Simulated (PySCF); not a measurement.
**C2H4F2 (1,2-difluoroethane) at BP86/def2-SVP (preoptimised minimum)**

Wanted: an optimisation with harmonic vibrations of C2H4F2 (1,2-difluoroethane). 

The results are computed with PySCF 2.14.0.

## 1. Starting point

C2H4F2 has 8 atoms, charge 0, and is taken as a singlet. SMILES: `FCCF`. The shape is that of a PBE0-D4/def2-TZVP symmetrised optimisation. This is one conformer, not always the lowest. The run starts from this shape.

Bond lengths: F1–C2 1.378 Å, C2–C3 1.498 Å, C3–F4 1.378 Å, C2–H5 1.094 Å, C2–H6 1.095 Å, C3–H7 1.095 Å, C3–H8 1.094 Å. Some angles: F1–C2–C3 110.9°, C2–C3–F4 110.9°, F1–C2–H5 108.2°, F1–C2–H6 108.3°, C3–C2–H5 110.5°, C3–C2–H6 109.4°, C2–C3–H7 109.4°, C2–C3–H8 110.5°, F4–C3–H7 108.3°, F4–C3–H8 108.2°.

## 2. An optimisation with harmonic vibrations at BP86/def2-SVP (preoptimised minimum)

The input, job.py:

```python
from pyscf import gto, dft, symm
from pyscf.hessian import thermo
from pyscf.geomopt.geometric_solver import kernel as optimise

system = gto.M(
    atom='''
F       -0.803563       0.875121       0.952772
C        0.393055       0.815611       0.271960
C        0.726708      -0.596528      -0.098619
F       -0.109324      -1.053729      -1.094088
H        0.307634       1.437394      -0.624067
H        1.179057       1.217506       0.920628
H        1.757706      -0.642924      -0.466012
H        0.619188      -1.256060       0.767541
''',
    max_memory=1860,
    verbose=3,
    basis='def2-svp',
)

calc0 = dft.RKS(system, xc='bp86')
calc0.conv_tol = 1e-10
calc0.grids.level = 4
converged, mol_eq = optimise(calc0, maxsteps=80)
print('converged:', converged)
print(mol_eq.tostring())

calc0.reset(mol_eq)
system = mol_eq
calc0.kernel()
e_final = calc0.e_tot
print(f'total energy: {e_final:.8f} hartree')
hess = calc0.Hessian().kernel()
modes = thermo.harmonic_analysis(system, hess)
thermo.dump_normal_mode(system, modes)
symm.geom.TOLERANCE = 1e-3  # for the symmetry number
th = thermo.thermo(calc0, modes['freq_au'], 298.15, 101325)
thermo.dump_thermo(system, th)
```

Command:

```sh
$ OMP_NUM_THREADS=1 python job.py
```

What values should one expect? Wanted: total energy; dipole moment; HOMO energy; LUMO energy; HOMO–LUMO gap; lowest harmonic wavenumber; highest harmonic wavenumber; zero-point energy; ideal-gas entropy at 298.15 K.

Answer, from the run:

At BP86/def2-SVP (preoptimised minimum):

| quantity | value |
| --- | --- |
| total energy | -278.06810 Eh |
| dipole moment | 2.37 D |
| HOMO energy | -7.54 eV |
| LUMO energy | 1.05 eV |
| HOMO–LUMO gap | 8.59 eV |
| lowest harmonic wavenumber | 152 cm⁻¹ |
| highest harmonic wavenumber | 3005 cm⁻¹ |
| zero-point energy | 154.9 kJ/mol |
| ideal-gas entropy at 298.15 K (symmetry number 2 as used) | 66.8 cal/(mol K) |

**Reading.** At the final geometry: Bond lengths: F1–C2 1.386 Å, C2–C3 1.514 Å, C3–F4 1.386 Å, C2–H5 1.114 Å, C2–H6 1.116 Å, C3–H7 1.116 Å, C3–H8 1.114 Å. Some angles: F1–C2–C3 111.4°, C2–C3–F4 111.4°, F1–C2–H5 108.9°, F1–C2–H6 109.1°, C3–C2–H5 109.8°, C3–C2–H6 109.0°, C2–C3–H7 109.0°, C2–C3–H8 109.8°, F4–C3–H7 109.1°, F4–C3–H8 108.9°. All 18 modes are real, so the shape is a minimum at this level. Mulliken charges run from -0.24 on F1 to +0.18 on C2.
